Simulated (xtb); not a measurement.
xtb input:

```bash
xtb mol.xyz --gfn 2 --ohess tight --chrg -1 --uhf 0
```
mol.xyz:
```
10

N      0.01938059    -0.21703393     1.49992881
C     -0.03990331    -0.20824133    -1.30432352
C     -0.03406977     0.95415425     0.84217292
C      0.00182933    -1.38939482     0.81927356
C      0.01394971    -1.40623787    -0.58576907
C     -0.01482726     1.01828339    -0.56673223
H     -0.02836309    -0.22693866    -2.35834839
H      0.00153050     1.86800349     1.37367645
H      0.03813409    -2.23754137     1.38454979
H     -0.03655664     1.90512443    -1.09708284
```

Problem. Predict the final energy.

Solution. -15.75464 Eh (GFN2-xTB).

It need not be the lowest isomer of its formula. Whether it binds its extra electron was not tested at this geometry.
